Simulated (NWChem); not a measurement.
Program: NWChem. System: H₂Si, charge 0, spin multiplicity 1, at a geometry optimised with PBE0/def2-SVP. The structure started from a generated list of species. Level: B3LYP/cc-pVDZ, VWN1-RPA local correlation, spin-restricted.

Job file:

```
start mol
memory heap 200 mb stack 900 mb global 1100 mb
geometry units angstroms nocenter noautoz noautosym
  Si     0.000000     0.000000     0.134141
  H      1.096144     0.000000    -0.938989
  H     -1.096144     0.000000    -0.938989
end
basis spherical
  * library cc-pvdz
end
dft
  xc b3lyp
  semidirect memsize 60000000 filesize 0
  iterations 100
end
task dft energy
```

Part of the output:

```
             Northwest Computational Chemistry Package (NWChem) 7.3.0
             --------------------------------------------------------

                                NWChem Input Module
                                -------------------

 Scaling coordinates for geometry "geometry" by  1.889725989
 (inverse scale =  0.529177249)

                             Geometry "geometry" -> ""
                             -------------------------

 Output coordinates in angstroms (scale by  1.889725989 to convert to a.u.)

  No.       Tag          Charge          X              Y              Z
 ---- ---------------- ---------- -------------- -------------- --------------
    1 Si                  14.0000     0.00000000     0.00000000     0.13414100
    2 H                    1.0000     1.09614400     0.00000000    -0.93898900
    3 H                    1.0000    -1.09614400     0.00000000    -0.93898900

 Effective nuclear repulsion energy (a.u.)       9.9004519279

            Nuclear Dipole moment (a.u.)
            ----------------------------
        X                 Y               Z
 ---------------- ---------------- ----------------
     0.0000000000     0.0000000000    -0.0000075589


 Summary of "ao basis" -> "" (spherical)
 ------------------------------------------------------------------------------
       Tag                 Description            Shells   Functions and Types
 ---------------- ------------------------------  ------  ---------------------
 *                          cc-pvdz                   on all atoms

                                 NWChem DFT Module
                                 -----------------

 Summary of "ao basis" -> "ao basis" (spherical)
 ------------------------------------------------------------------------------
       Tag                 Description            Shells   Functions and Types
 ---------------- ------------------------------  ------  ---------------------
 Si                         cc-pvdz                  8       18   4s3p1d
 H                          cc-pvdz                  3        5   2s1p

 Summary of "ao basis" -> "ao basis" (spherical)
[...]
   Bfn.  Coefficient  Atom+Function         Bfn.  Coefficient  Atom+Function
  ----- ------------  ---------------      ----- ------------  ---------------
     8      0.336964  1 Si px                19      0.313599  2 H  s
    24     -0.313599  3 H  s                 20      0.197288  2 H  s
    25     -0.197288  3 H  s                 11      0.185296  1 Si px
    17      0.084735  1 Si d  1

 Vector    8  Occ=2.000000D+00  E=-2.433096D-01
              MO Center=  1.1D-10,  2.5D-11,  3.1D-01, r^2= 2.3D+00
   Bfn.  Coefficient  Atom+Function         Bfn.  Coefficient  Atom+Function
  ----- ------------  ---------------      ----- ------------  ---------------
     4      0.460395  1 Si s                 10      0.376887  1 Si pz
    13      0.307649  1 Si pz                 3      0.272921  1 Si s
    19     -0.193033  2 H  s                 24     -0.193033  3 H  s
    20     -0.166722  2 H  s                 25     -0.166722  3 H  s
    16     -0.038392  1 Si d  0              18     -0.036281  1 Si d  2

 Vector    9  Occ=0.000000D+00  E=-1.192786D-01
              MO Center=  2.3D-10, -1.2D-11,  1.1D-01, r^2= 2.6D+00
   Bfn.  Coefficient  Atom+Function         Bfn.  Coefficient  Atom+Function
  ----- ------------  ---------------      ----- ------------  ---------------
    12      0.632201  1 Si py                 9      0.468673  1 Si py

 Vector   10  Occ=0.000000D+00  E= 3.440827D-02
              MO Center= -7.9D-11, -1.4D-11,  2.1D-01, r^2= 3.7D+00
   Bfn.  Coefficient  Atom+Function         Bfn.  Coefficient  Atom+Function
  ----- ------------  ---------------      ----- ------------  ---------------
    11      1.186371  1 Si px                20     -0.876188  2 H  s
    25      0.876188  3 H  s                  8      0.302733  1 Si px
    19     -0.192941  2 H  s                 24      0.192941  3 H  s
    17     -0.128886  1 Si d  1

 Vector   11  Occ=0.000000D+00  E= 7.727149D-02
              MO Center=  5.2D-10,  2.6D-12, -2.2D-01, r^2= 4.3D+00
   Bfn.  Coefficient  Atom+Function         Bfn.  Coefficient  Atom+Function
  ----- ------------  ---------------      ----- ------------  ---------------
     4      1.495668  1 Si s                 13     -1.364136  1 Si pz
    20     -1.364380  2 H  s                 25     -1.364380  3 H  s
     3      0.322027  1 Si s                 10     -0.254775  1 Si pz
    19     -0.126786  2 H  s                 24     -0.126786  3 H  s
    18     -0.105214  1 Si d  2               2      0.028534  1 Si s

 center of mass
 --------------
 x =   0.00000000 y =   0.00000000 z =   0.11720335

 moments of inertia (a.u.)
 ------------------
           7.732210999685           0.000000000000           0.000000000000
           0.000000000000          16.380854911790           0.000000000000
           0.000000000000           0.000000000000           8.648643912105

     Multipole analysis of the density
     ---------------------------------

     L   x y z        total         alpha         beta         nuclear
     -   - - -        -----         -----         ----         -------
     0   0 0 0     -0.000000     -8.000000     -8.000000     16.000000

     1   1 0 0     -0.000000     -0.000000     -0.000000      0.000000
     1   0 1 0     -0.000000     -0.000000     -0.000000      0.000000
     1   0 0 1     -0.068849     -0.034421     -0.034421     -0.000008

     2   2 0 0    -12.001229    -10.291361    -10.291361      8.581494
     2   1 1 0      0.000000      0.000000      0.000000      0.000000
     2   1 0 1      0.000000      0.000000      0.000000      0.000000
     2   0 2 0     -9.036595     -4.518298     -4.518298      0.000000
     2   0 1 1     -0.000000     -0.000000     -0.000000      0.000000
     2   0 0 2    -13.341613    -10.269214    -10.269214      7.196816

 Task  times  cpu:        0.5s     wall:        0.5s

 Total times  cpu:        0.5s     wall:        0.5s
```
